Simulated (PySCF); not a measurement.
**POOH: structure of the singlet**

Aim: relax POOH as a singlet from a PBE0 minimum start, check by its vibrations whether the end is a minimum, and collect its spectrum and constants.

The runs use PySCF 2.14.0; PBE0, basis P def2-TZVP, O def2-TZVP, H def2-TZVP, no relativity, density fitting.

## (1) The system as given

4 atoms, charge 0, spin multiplicity 1.

Bond lengths: P1–O2 1.467 Å, P1–O3 1.606 Å, O3–H4 0.969 Å. Angles: O2–P1–O3 110.5°, P1–O3–H4 113.4°.

```xyz
4
charge 0 multiplicity 1
P     0.0000   -0.4697    0.0000
O    -1.2822    0.2433    0.0000
O     1.2230    0.5718    0.0000
H     0.9397    1.4986    0.0000
```

## (2) The SCF at the typed geometry

One driver script runs all steps and calls PySCF; scf.py shows how it sets up the SCF of each step. The optimiser is the driver's own. After this first run the driver tries any further starts and a stability analysis.

File scf.py:

```python
from pyscf import gto, scf, dft
mol = gto.M(atom='''
P      0.000000    -0.469670     0.000000
O     -1.282230     0.243270    -0.000000
O      1.223010     0.571800    -0.000000
H      0.939750     1.498630     0.000000''',
    basis={'P': 'def2-TZVP', 'O': 'def2-TZVP', 'H': 'def2-TZVP'},
    charge=0, spin=0)
mf = dft.RKS(mol, xc='PBE0')
mf.grids.atom_grid = (50, 194)
aux = {'P': 'def2-universal-JKFIT', 'O': 'def2-universal-JKFIT', 'H': 'def2-universal-JKFIT'}
mf = mf.density_fit(auxbasis=aux)
mf.conv_tol = 1e-08
mf.diis_space = 10
mf.max_cycle = 60
mf.init_guess = 'minao'
mf.verbose = 4
mf.kernel()
```

Started as:

```console
$ OMP_NUM_THREADS=2 python axn.py task.json out
```

The log of the run:

```text
init E= -492.569911536301
  HOMO = -0.329926611162684  LUMO = -0.130592773363354  gap/eV = 5.42415
cycle= 1 E= -492.04665714666  delta_E= 0.523  |g|= 1.01  |ddm|= 1.86
  HOMO = -0.157301646138222  LUMO = -0.0309051675752556  gap/eV = 3.43942
cycle= 2 E= -491.239552196117  delta_E= 0.807  |g|= 2.17  |ddm|=  1.7
  HOMO = -0.307753366876675  LUMO = -0.07616642533511  gap/eV = 6.30180
cycle= 3 E= -492.200585363929  delta_E= -0.961  |g|= 0.439  |ddm|= 1.36
  HOMO = -0.307454797278773  LUMO = -0.0793515514685481  gap/eV = 6.20701
cycle= 4 E= -492.235428112167  delta_E= -0.0348  |g|= 0.126  |ddm|= 0.27
  HOMO = -0.312490949464092  LUMO = -0.081294320413356  gap/eV = 6.29118
cycle= 5 E= -492.238130773039  delta_E= -0.0027  |g|= 0.0206  |ddm|= 0.0894
  HOMO = -0.310510202764185  LUMO = -0.0782833493365942  gap/eV = 6.31921
cycle= 6 E= -492.23822725716  delta_E= -9.65e-05  |g|= 0.00543  |ddm|= 0.0197
  HOMO = -0.311043796603087  LUMO = -0.0785029007690667  gap/eV = 6.32776
cycle= 7 E= -492.238233449269  delta_E= -6.19e-06  |g|= 0.000683  |ddm|= 0.00361
  HOMO = -0.311001374483574  LUMO = -0.0784227415077297  gap/eV = 6.32879
cycle= 8 E= -492.238233545759  delta_E= -9.65e-08  |g|= 0.00014  |ddm|= 0.00069
  HOMO = -0.311025418595825  LUMO = -0.0784449062862222  gap/eV = 6.32884
cycle= 9 E= -492.238233550692  delta_E= -4.93e-09  |g|= 1.97e-05  |ddm|= 0.000167
  HOMO = -0.311022146613716  LUMO = -0.0784403534521303  gap/eV = 6.32887
Extra cycle  E= -492.238233550751  delta_E= -5.93e-11  |g|= 2.45e-05  |ddm|= 4.11e-05
converged SCF energy = -492.238233550751
```

This step, with its further starts and checks, needed 4.1 s of wall time on 2 threads of Arm Neoverse V1, shared host.

No lower closed-shell solution turned up in the test of internal stability.

## (3) Relaxing the singlet from the PBE0 minimum start

The program finds Cs symmetry in the start, which this walk keeps. Threshold on the gradient: 0.0003 Eh/bohr, with a further test on the energy change.

Edit scf.py of step 2 so:

```diff
@@ -3,4 +3,4 @@
-P      0.000000    -0.469670     0.000000
-O     -1.282230     0.243270    -0.000000
-O      1.223010     0.571800    -0.000000
-H      0.939750     1.498630     0.000000''',
+P      0.000002    -0.469668     0.000000
+O     -1.282228     0.243272     0.000000
+O      1.223012     0.571802     0.000000
+H      0.939752     1.498632     0.000000''',
@@ -16 +15,0 @@
-mf.init_guess = 'minao'
```

Steps of the walk:

| step | energy (Eh) | change (kJ/mol) | largest symmetric gradient (Eh/bohr) |
| --- | --- | --- | --- |
| 0 | -492.238234 | 0.00 | 0.00012 |

The walk took 0.8 s.

Geometry (Å) and forces (eV/Å) at some steps:

```
step 0
P    0.000  -0.470   0.000   0.004  -0.006   0.000
O   -1.282   0.243   0.000  -0.004   0.004   0.000
O    1.223   0.572   0.000   0.001   0.000   0.000
H    0.940   1.499   0.000   0.001   0.003   0.000
```

It settles in Cs symmetry, 0.0 kJ/mol below the start, after 0 steps: O–H 0.969 Å, P–O 1.467 Å, P–O 1.606 Å; H–O–P 113.4°, O–P–O 110.5°.

## (4) Frequencies

The point is checked on the finer grid, and tightened if its gradient asks for it. The Hessian and the dipole derivatives come from central differences of analytic gradients, with steps of 0.02 bohr.

Edit scf.py of step 3 so:

```diff
@@ -3,4 +3,4 @@
-P      0.000002    -0.469668     0.000000
-O     -1.282228     0.243272     0.000000
-O      1.223012     0.571802     0.000000
-H      0.939752     1.498632     0.000000''',
+P     -0.000040    -0.469737     0.000000
+O     -1.282288     0.243233     0.000000
+O      1.223019     0.571801     0.000000
+H      0.939846     1.498740     0.000000''',
@@ -10 +10 @@
-mf.grids.atom_grid = (50, 194)
+mf.grids.atom_grid = (75, 302)
@@ -13 +13 @@
-mf.conv_tol = 1e-08
+mf.conv_tol = 1e-10
```

This SCF starts from the last density.

SCF at the final geometry:

```text
init E= -492.238249762433
  HOMO = -0.311028142718705  LUMO = -0.0784520878565971  gap/eV = 6.32872
cycle= 1 E= -492.238249762196  delta_E= 2.37e-10  |g|= 3.92e-05  |ddm|= 2.72e-05
  HOMO = -0.311033808931334  LUMO = -0.0784531015008554  gap/eV = 6.32884
cycle= 2 E= -492.23824976087  delta_E= 1.33e-09  |g|= 9.28e-05  |ddm|= 6.44e-05
  HOMO = -0.311029874974913  LUMO = -0.0784523972845648  gap/eV = 6.32876
cycle= 3 E= -492.238249762484  delta_E= -1.61e-09  |g|= 1.83e-06  |ddm|= 4.53e-05
  HOMO = -0.311029843088022  LUMO = -0.0784523908784678  gap/eV = 6.32875
cycle= 4 E= -492.238249762488  delta_E= -4.55e-12  |g|= 1.42e-08  |ddm|= 8.35e-07
  HOMO = -0.311029843866386  LUMO = -0.0784523911423278  gap/eV = 6.32875
Extra cycle  E= -492.238249762485  delta_E= 3.41e-12  |g|= 9.86e-09  |ddm|= 1.47e-08
converged SCF energy = -492.238249762485
```

The whole step took 40 s.

Geometry: Cs; O–H 0.969 Å, P–O 1.467 Å, P–O 1.606 Å; H–O–P 113.4°, O–P–O 110.5°.

Modes, for the most abundant isotopes:

```json
{"symmetry": "a'", "ω (cm⁻¹)": "397", "IR (km/mol)": "52.4", "μ (u)": "4.56"}
{"symmetry": "a''", "ω (cm⁻¹)": "572", "IR (km/mol)": "149", "μ (u)": "1.19"}
{"symmetry": "a'", "ω (cm⁻¹)": "872", "IR (km/mol)": "237", "μ (u)": "6.58"}
{"symmetry": "a'", "ω (cm⁻¹)": "942", "IR (km/mol)": "6.7", "μ (u)": "1.42"}
{"symmetry": "a'", "ω (cm⁻¹)": "1299", "IR (km/mol)": "128", "μ (u)": "17.73"}
{"symmetry": "a'", "ω (cm⁻¹)": "3767", "IR (km/mol)": "87.2", "μ (u)": "1.06"}
```

No imaginary mode, so this is a minimum.

Constants and moments:

| Quantity | Value |
| --- | --- |
| Dipole moment | 1.71 D |
| Highest occupied level | -8.46 eV |
| Lowest empty level | -2.13 eV |
| Rotational constants | 1.228, 0.3201, 0.2539 cm⁻¹ |
| Zero-point energy | 46.9 kJ/mol |
| Principal polarisabilities | 20.8, 27.4, 32.1 bohr³ |
| Atomisation energy without zero-point energy | 1483 kJ/mol |
| Principal traceless quadrupole moments about the centre of mass | -8.30, 2.30, 5.99 D Å |
| Entropy at 298.15 K and 1 bar | 261.5 J/(mol K) |
| Heat capacity Cp at 298.15 K | 48.7 J/(mol K) |
| Enthalpy at 298.15 K above 0 K | 11.51 kJ/mol |
| Rotational symmetry number | 1 |

Charges (e) and bond orders:

| atom | Mulliken | Löwdin | polar tensor | Mayer order to P1 |
| --- | --- | --- | --- | --- |
| P1 | 0.52 | 0.28 | 1.06 | – |
| O2 | -0.42 | -0.26 | -0.63 | 2.05 |
| O3 | -0.43 | -0.17 | -0.74 | 1.16 |
| H4 | 0.33 | 0.16 | 0.30 | 0.07 |

Outer orbital energies (eV). occupied: -27.86, -17.64, -13.71, -12.38, -12.07, -10.10, -9.98, -8.46; empty: -2.13, 0.61, 1.55, 2.32.

Mulliken populations on P1: s 5.83, p 8.08, d 0.49, f 0.07.

## (5) Results

| quantity | value |
| --- | --- |
| minimum | singlet, Cs |
| geometry | O–H 0.969 Å, P–O 1.467 Å, P–O 1.606 Å; H–O–P 113.4°, O–P–O 110.5° |
| wavenumbers (cm⁻¹) | 397 (a'), 572 (a''), 872 (a'), 942 (a'), 1299 (a'), 3767 (a') |
| dipole moment | 1.71 D |
| highest occupied, lowest empty level | -8.46, -2.13 eV |
| polar-tensor charge of P1 | +1.06 e |
| zero-point energy | 46.9 kJ/mol |
| entropy at 298.15 K | 261.5 J/(mol K) |
| atomisation energy (no zero-point energy) | 1483 kJ/mol |

The PBE0 minimum start keeps its Cs symmetry and ends in a minimum. In the infrared the band at 872 cm⁻¹ (a') leads. Only this shape and spin were tried, so other structures or states may lie lower.

The search up to here took 46 s.
